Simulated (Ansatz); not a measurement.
```yaml
crystal:
  periodic: [false, false, false]
  atoms:
    - {symbol: Mn, position_ang: [0.000000, 0.000000, -1.390847]}
    - {symbol: O, position_ang: [0.000000, 0.000000, 0.206224]}
    - {symbol: H, position_ang: [0.000000, 0.000000, 1.184623]}
basis:
  gaussian: {orbitals: def2-TZVP}
total_charge: 1
magnetization: {spin_polarized: true, initial_magnetization: 1}
hamiltonian: {xc: pbe0}
relax: {f_tol: 0.004, max_steps: 80}
```

```sh
$ ansatz run in.yaml --threads 1 --pin off --events-out ev --progress --plain --max-ram 2176MiB
```

Steps of the relaxation (energy above the last step; positions in Å, forces in eV/Å):

```
3
step 1, 195.3 meV
Mn    0.000    0.000   -1.391    0.000    0.000   -4.134
O     0.000    0.000    0.206    0.000    0.000    4.881
H     0.000    0.000    1.185    0.000    0.000   -0.748
```

```
3
step 2, 47.8 meV
Mn    0.000    0.000   -1.419    0.000    0.000   -1.908
O     0.000    0.000    0.226    0.000    0.000    2.162
H     0.000    0.000    1.193    0.000    0.000   -0.254
```

```
3
step 3, 0.9 meV
Mn    0.000    0.000   -1.446    0.000    0.000   -0.245
O     0.000    0.000    0.243    0.000    0.000    0.199
H     0.000    0.000    1.203    0.000    0.000    0.046
```

```
3
step 5, 0.0 meV
Mn    0.000    0.000   -1.451    0.000    0.000    0.000
O     0.000    0.000    0.245    0.000    0.000    0.000
H     0.000    0.000    1.206    0.000    0.000    0.000
```

Close pairs at the end: O2–H3 0.961 Å, Mn1–O2 1.696 Å.

A stationary point of unrestricted PBE0 after 5 steps, with ⟨S²⟩ = 2.650 against 0.75 for a pure state; no frequencies were run, so it isn't proven a minimum. 5.3 min on 1 thread of Arm Neoverse N1, shared host.
